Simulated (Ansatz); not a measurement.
Geometry optimisation, Ansatz, RHF/def2-SVPD.

The input (input.yaml):

```yaml
crystal:
  periodic: [false, false, false]
  atoms:
    - { symbol: Si, position_ang: [0.0, 0.0, 0.0] }
    - { symbol: H, position_ang: [0.0, 0.0, 1.81] }
    - { symbol: H, position_ang: [1.3768, 0.0, -0.4862] }
    - { symbol: H, position_ang: [-0.6877, 1.1914, -0.4862] }
    - { symbol: Si, position_ang: [-1.0456, -1.8115, -0.7393] }
    - { symbol: H, position_ang: [-1.7029, -2.4846, 0.3772] }
    - { symbol: H, position_ang: [-2.0454, -1.4265, -1.7311] }
    - { symbol: H, position_ang: [-0.0777, -2.7173, -1.3511] }
    - { symbol: F, position_ang: [0.7033, -1.65, 0.596] }
    - { symbol: H, position_ang: [0.3817, -0.8956, 1.693] }
basis:
  gaussian: { orbitals: def2-SVPD }
hamiltonian:
  xc: hf
relax:
  f_tol: 0.15
  max_steps: 25
  restrain:
    - { distance: [0, 8], at: 1.59, k: 30.0 }
    - { distance: [9, 1], at: 0.66, k: 30.0 }
    - { distance: [0, 1], at: 2.66, k: 30.0 }
    - { distance: [9, 8], at: 2.12, k: 30.0 }
```

Command:

```bash
$ ansatz run input.yaml --threads 4 --pin off --max-ram 5120MiB --backend cpu --events-out ev --progress --plain --runs-dir out
```

Where does it end, and by what steps?

The run converged. The restraints hold the end off the free minimum; the threshold counts their pulls, which the force column leaves out. Restrained pairs: Si1–F9 (1.89 → 1.61 Å), H2–H10 (0.98 → 0.71 Å), Si1–H2 (1.81 → 2.67 Å), F9–H10 (1.37 → 2.13 Å). After 17 steps the energy has fallen by 4.538 eV (the restraints' own energy left out); F9 moved furthest, 1.19 Å.

```tsv
step	energy less start (eV)	largest force component (eV/Å)	accepted
0	0.0000	2.988	yes
1	-0.5639	1.707	yes
2	-0.8121	2.863	yes
3	-2.0475	2.311	yes
4	-3.1659	1.506	yes
5	-3.8129	1.025	yes
6	-4.2182	0.945	yes
7	-4.4038	1.088	yes
8	-4.4630	1.095	yes
9	-4.4897	1.134	yes
10	-4.5333	0.955	no
11	-4.5019	1.122	yes
12	-4.5196	1.172	yes
13	-4.5305	1.384	yes
14	-4.5341	1.481	yes
15	-4.5543	1.322	no
16	-4.5447	1.162	no
17	-4.5377	1.439	yes
```

```xyz
10
Properties=species:S:1:pos:R:3
Si 0.455 -0.246 -0.320
H -0.622 -0.434 2.118
H 1.249 0.081 -1.528
H -0.155 0.999 0.186
Si -1.137 -1.919 -0.855
H -1.920 -2.341 0.330
H -2.062 -1.365 -1.876
H -0.441 -3.097 -1.428
F 1.513 -0.790 0.768
H 0.023 -0.682 2.288
```

Run time: 19 s on 4 threads of Intel(R) Xeon(R) CPU @ 2.60GHz (Ice Lake) (shared host), peak memory 0.31 GiB.
